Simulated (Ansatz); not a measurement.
System: CHO, charge 0, multiplicity 2. It need not be the lowest isomer of its formula. 
Coordinates optimised at B3LYP-D3(BJ)/def2-TZVP (Ansatz, a first-principles code):
SMILES: [CH]=O
```xyz
3

C      0.0497     0.5837    -0.0011
O      0.0741    -0.5878    -0.0009
H     -0.8911     1.2003     0.0145
```
Charge 0, spin multiplicity 2.

Basis-set convergence of Hartree-Fock and CCSD correlation energies (hartree) with Ansatz. Correlated levels leave the core frozen unless marked. UHF or UKS for open shells. Spin-orbit coupling is left out. No relativistic terms.

```
basis       functions       E(HF)  E(corr, CCSD)
----------  ---------  ----------  -------------
def2-SVP           33  -113.15916       -0.30547
def2-TZVPP         76  -113.29831       -0.37285
def2-QZVPP        144  -113.30348       -0.39618
```

Extrapolating the two largest sets (X = 3 and 4) as X^-3: E(corr) = (64·(-0.39618) - 27·(-0.37285))/37 = -0.4132 Eh, an estimate of the basis-set limit. The largest set recovers 95.9 % of it, the smallest 73.9 %.
